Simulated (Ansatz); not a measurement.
Single points on SiH₂.

```yaml
crystal:
  periodic: [false, false, false]
  atoms:
    - {symbol: Si, position_ang: [0.005873, -0.008885, -0.713619]}
    - {symbol: H, position_ang: [1.082244, -0.019050, 0.366034]}
    - {symbol: H, position_ang: [-1.088118, 0.027935, 0.347585]}
basis:
  gaussian: {orbitals: def2-TZVP, initial_orbitals: start.molden}
hamiltonian: {xc: pbe}
correlation: {method: rpa}
scf: {omitted_lower_state_checks: [starts]}
```

The file start.molden holds the orbitals of an earlier run on this structure, at another level or in another basis.

```sh
$ ansatz run in.yaml --threads 4 --pin off --events-out ev --progress --plain --max-ram 3916MiB
```

It prints (some lines left out):

```
Functional definition: PBE
318 factors; integrals over basis functions are off by at most 5.8e-4 eV
mean field evaluation 1: about -7903.7454 eV, gradient 6.0e0 eV
mean field evaluation 2: about -7903.7705 eV, gradient 3.4e-2 eV
mean field evaluation 4: about -7903.7604 eV, gradient 2.6e-4 eV
mean field evaluation 8: about -7903.7604 eV, gradient 3.0e-6 eV
mean field -7903.76038843 eV, -290.4578369137 hartree, gradient 1.5e-6 eV, S^2 0.000000; 0 other end points of the search recorded, 0 dependent functions left out
5 core orbitals not correlated: weight in the atoms' cores, before any rotation towards them, 1.000 or more for the frozen orbitals, at most 0.000 for the correlated occupied ones
reference -7891.63850010 eV, -290.0123657338 hartree; 3, 3 occupied and 41, 41 virtual orbitals, 318 factors
Total energy: -7897.85730934 eV, -290.2409027584 hartree
Checks for a lower state left out: starts
```

It took 0.25 s on 4 threads of Arm Neoverse V2 on a shared host.

The first input with `gaussian: {orbitals: def2-TZVPD, initial_orbitals: start.molden}`, `correlation: {method: ccsd_t}`, `output: {orbitals: {seedname: orbitals}}` and without the key `hamiltonian` (abridged; 0.2 s):

```
Functional definition: HF
mean field -7892.00874073 eV, -290.0259718263 hartree, gradient 3.0e-6 eV, S^2 0.000000; unrestricted orbitals would lower it
5 core orbitals not correlated: weight in the atoms' cores, before any rotation towards them, 1.000 or more for the frozen orbitals, at most 0.000 for the correlated occupied ones
second order -2.81335393 eV of doubles, -0.00000000 eV of singles
cycle   1  -3.34219980 eV  change   -5.3e-1 eV  update   6.4e-2
cycle   2  -3.57735310 eV  change   -2.4e-1 eV  update   2.8e-2
cycle   3  -3.58927160 eV  change   -1.2e-2 eV  update   8.9e-3
cycle   4  -3.59021245 eV  change   -9.4e-4 eV  update   3.2e-3
cycle   5  -3.59018460 eV  change    2.8e-5 eV  update   1.2e-3
cycle   6  -3.59020055 eV  change   -1.6e-5 eV  update   3.9e-4
cycle   7  -3.59035036 eV  change   -1.5e-4 eV  update   1.4e-4
cycle   8  -3.59036200 eV  change   -1.2e-5 eV  update   4.6e-5
cycle   9  -3.59033692 eV  change    2.5e-5 eV  update   1.4e-5
cycle  10  -3.59034491 eV  change   -8.0e-6 eV  update   4.2e-6
cycle  11  -3.59034506 eV  change   -1.5e-7 eV  update   1.1e-6
perturbative correction -0.09792882 eV, -0.0035988178 hartree
Total energy: -7895.69701461 eV, -290.1615133914 hartree
Checks for a lower state left out: starts
```

As the first input, with `gaussian: {orbitals: def2-TZVPD, initial_orbitals: start.molden}`, `hamiltonian: {xc: pbe, dispersion: d4}`, `output: {orbitals: {seedname: orbitals}}` and without the key `correlation` (abridged; 0.2 s):

```
Functional definition: PBE
mean field -7903.76796699 eV, -290.4581154204 hartree, gradient 5.7e-5 eV, S^2 0.000000
Total energy: -7903.79059730 eV, -290.4589470691 hartree
Checks for a lower state left out: starts
```

First input, but with `gaussian: {orbitals: STO-3G}`, `hamiltonian: {xc: hf}`, `output: {orbitals: {seedname: orbitals}}` and without the key `correlation` (abridged; 0.05 s):

```
Functional definition: HF
mean field -7800.49725730 eV, -286.6629868387 hartree, gradient 8.7e-6 eV, S^2 0.000000
Total energy: -7800.49725730 eV, -286.6629868387 hartree
Checks for a lower state left out: starts
```

As the first input, with `gaussian: {orbitals: def2-TZVPD, initial_orbitals: start.molden}`, `hamiltonian: {xc: pbe0, dispersion: d4}`, `output: {orbitals: {seedname: orbitals}}` and without the key `correlation` (abridged; 0.2 s):

```
Functional definition: PBE0
mean field -7904.53453885 eV, -290.4862864167 hartree, gradient 1.8e-5 eV, S^2 0.000000
Total energy: -7904.55297230 eV, -290.4869638335 hartree
Checks for a lower state left out: starts
```

First input, but with `gaussian: {orbitals: def2-SVP, initial_orbitals: start.molden}`, `hamiltonian: {xc: pbe, dispersion: d4}`, `output: {orbitals: {seedname: orbitals}}` and without the key `correlation` (abridged; 0.1 s):

```
Functional definition: PBE
mean field -7900.97708293 eV, -290.3555523232 hartree, gradient 1.6e-5 eV, S^2 0.000000
Total energy: -7900.99970726 eV, -290.3563837517 hartree
Checks for a lower state left out: starts
```

As the first input, with `hamiltonian: {xc: hf}`, `output: {orbitals: {seedname: orbitals}}` and without the key `correlation` (abridged; 0.1 s):

```
Functional definition: HF
mean field -7892.00314455 eV, -290.0257661702 hartree, gradient 2.9e-5 eV, S^2 0.000000
Total energy: -7892.00314455 eV, -290.0257661702 hartree
Checks for a lower state left out: starts
```

Geometry: r2SCAN-D4/def2-TZVP.

Correlated methods freeze 5 core orbitals. At CCSD(T)/def2-TZVPD, HF/def2-TZVP the restricted singlet (for correlated methods, its reference) is unstable: a solution with broken spin symmetry lies lower. The restricted singlet is unstable towards broken spin symmetry at other levels; at PBE-D4/def2-TZVPD, PBE0-D4/def2-TZVPD, PBE-D4/def2-SVP this wasn't settled. The restricted singlet is unstable towards broken spin symmetry in Hartree–Fock (as tested in another run); at HF/STO-3G this wasn't settled.
